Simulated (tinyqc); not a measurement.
Harmonic frequencies on the RHF/sto-3g surface (energies and gradients from PySCF), for HF, spin multiplicity 1, step by step. Computed by tinyqc, a small Python program that keeps every step (integrals from PySCF). Settings: charge = 0, multiplicity = 1, basis = sto-3g, delta = 0.002. Command: `OMP_NUM_THREADS=1 python tinyqc.py 26185 26186 out.jsonl` (the two numbers bound the seeds that draw the settings). One thread of a shared host (Intel(R) Xeon(R) Processor @ 2.60GHz), about 1 s of CPU time with the checks.

## One row of the Hessian: 1Fz

optimised positions (bohr):
```
          x        y         z
1F  0.00000  0.00000  -0.01556
2H  0.00000  0.00000   1.79001
```

gradient at +delta (hartree/bohr):
```
            x          y           z
1F  0.0000000  0.0000000   0.0014546
2H  0.0000000  0.0000000  -0.0014546
```

gradient at -delta (hartree/bohr):
```
            x          y           z
1F  0.0000000  0.0000000  -0.0014465
2H  0.0000000  0.0000000   0.0014465
```

Displace 1Fz by +/-0.002 bohr; H(k, :) = (g(+) - g(-)) / (2 delta).

row of the Hessian (hartree/bohr^2): 1Fx 0.0000000, 1Fy 0.0000000, 1Fz 0.7252769, 2Hx 0.0000000, 2Hy 0.0000000, 2Hz -0.7252769

## Hessian by finite differences

All rows are made in the same way, and the matrix is symmetrised.

Hessian (symmetrised) (hartree/bohr^2):
```
            1Fx         1Fy         1Fz         2Hx         2Hy         2Hz
1Fx   0.0000007   0.0000000   0.0000000  -0.0000007   0.0000000   0.0000000
1Fy   0.0000000   0.0000007   0.0000000   0.0000000  -0.0000007   0.0000000
1Fz   0.0000000   0.0000000   0.7252769   0.0000000   0.0000000  -0.7252769
2Hx  -0.0000007   0.0000000   0.0000000   0.0000007   0.0000000   0.0000000
2Hy   0.0000000  -0.0000007   0.0000000   0.0000000   0.0000007   0.0000000
2Hz   0.0000000   0.0000000  -0.7252769   0.0000000   0.0000000   0.7252769
```

## Normal modes

masses (u): 1F 18.99840, 2H 1.00782

Diagonalise H_ij / sqrt(m_i m_j); the 5 smallest eigenvalues belong to translations and rotations; wavenumber = sqrt(eigenvalue / 1822.888) x 219474.63; each mode has its largest component positive (the first on a tie); zero-point energy = sum of wavenumbers / 2, with 349.755 1/cm per kcal/mol.

eigenvalues of the mass-weighted Hessian (hartree/(bohr^2 u)): 0.00000  0.00000  0.00000  0.00000  0.00000  0.75782

harmonic wavenumbers of the vibrations (1/cm): 4474.9

mass-weighted modes:
```
       mode 1
1Fx   0.00000
1Fy   0.00000
1Fz  -0.22445
2Hx   0.00000
2Hy   0.00000
2Hz   0.97449
```

zero-point energy = 6.39725 kcal/mol
